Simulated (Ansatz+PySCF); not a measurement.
Two shapes of doublet HO₂.

Shape 1:

```xyz
3

H     0.0073    0.3899    0.3687
O     0.0065    0.6276    1.2927
O    -0.0076   -0.4578    1.9211
```

Shape 2:

```xyz
3

H     0.0076    0.4101    0.3570
O     0.0068    0.6478    1.2810
O    -0.0081   -0.4982    1.9445
```

Basis set: cc-pVTZ (spherical functions). Left uncorrelated: 2 orbitals. Correlation on ROHF uses semicanonical orbitals with singles. Charge 0, multiplicity 2.

Computed with Ansatz (development build ahead of 0.2.0) and PySCF 2.14.0; each method stands on the lowest determinant of its kind that the runs found.

(1) Which shape is lower in energy, and by how much in each method?

Results:

(1)

```json
{"method": "ROHF", "E(2) − E(1) (eV)": "-0.060"}
{"method": "ROHF-MP2", "E(2) − E(1) (eV)": "-0.075"}
{"method": "UHF-MP2", "E(2) − E(1) (eV)": "-0.085"}
{"method": "UHF-CCSD", "E(2) − E(1) (eV)": "-0.128"}
{"method": "ROHF-CCSD(T)", "E(2) − E(1) (eV)": "-0.154"}
```

Shape 2 is lower.
